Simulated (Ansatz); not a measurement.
Input file:

```yaml
crystal:
  periodic: [false, false, false]
  atoms:
    - {symbol: Al, position_ang: [0.000000, 0.000000, 0.000000]}
    - {symbol: O, position_ang: [0.000000, 0.000000, 3.283000]}
basis:
  gaussian: {orbitals: 6-31G}
total_charge: 1
magnetization: {spin_polarized: false, initial_magnetization: 2}
correlation: {method: fci, electrons: outside_noble_gas}
```

```sh
$ ansatz run in.yaml --threads 1 --pin off --events-out ev --progress --plain --max-ram 2393MiB
```

Log:

```
371 factors; integrals over basis functions are off by at most 1.3e-7 eV
mean field evaluation 1: about -8593.8425 eV, gradient 5.5e1 eV
mean field evaluation 2: about -8593.8567 eV, gradient 5.5e1 eV
mean field evaluation 4: about -8595.7083 eV, gradient 4.7e1 eV
mean field evaluation 8: about -8595.7082 eV, gradient 4.7e1 eV
mean field evaluation 16: about -8610.4710 eV, gradient 6.4e-4 eV
mean field evaluation 32: about -8610.6275 eV, gradient 2.9e-6 eV
mean field evaluation 64: about -8603.7539 eV, gradient 1.2e0 eV
mean field evaluation 96: about -8593.8433 eV, gradient 5.5e1 eV
mean field -8610.62748225 eV, -316.4347234797 hartree, gradient 2.8e-6 eV, S^2 2.000000; 8 other end points of the search recorded, 0 dependent functions left out
mean field evaluation 128: about -8610.6889 eV, gradient 2.2e-1 eV
mean field evaluation 160: about -8610.6623 eV, gradient 1.6e0 eV
mean field evaluation 192: about -8610.5291 eV, gradient 7.9e-4 eV
determinant -8610.62748225 eV, -316.4347234797 hartree, with singles and doubles -8613.32366087 eV, -316.5338062164 hartree
determinant -8610.47104042 eV, -316.4289743487 hartree, with singles and doubles -8613.14510998 eV, -316.5272445922 hartree
determinant -8610.62748225 eV, -316.4347234797 hartree, with singles and doubles -8613.32452118 eV, -316.5338378324 hartree
determinant -8610.47104042 eV, -316.4289743487 hartree, with singles and doubles -8613.14530647 eV, -316.5272518134 hartree
6 core orbitals not correlated: weight in the atoms' cores, before any rotation towards them, 1.000 or more for the frozen orbitals, at most 0.000 for the correlated occupied ones
reference -8610.62748225 eV, -316.4347234797 hartree; 5, 3 occupied and 11, 13 virtual orbitals, 371 factors
state -8613.34066951 eV, -316.5344312724 hartree
Total energy: -8613.34066951 eV, -316.5344312724 hartree
```

Natural occupations: 1.9889 1.9801 1.8787 0.9950 0.9950 0.0414 0.0411 0.0411 0.0157 0.0097 0.0060 0.0060 0.0010 0.0002 0.0000 0.0000.

Ran on 1 thread of Arm Neoverse V1, shared host: 5.5 s wall, 0.15 GiB peak host memory.
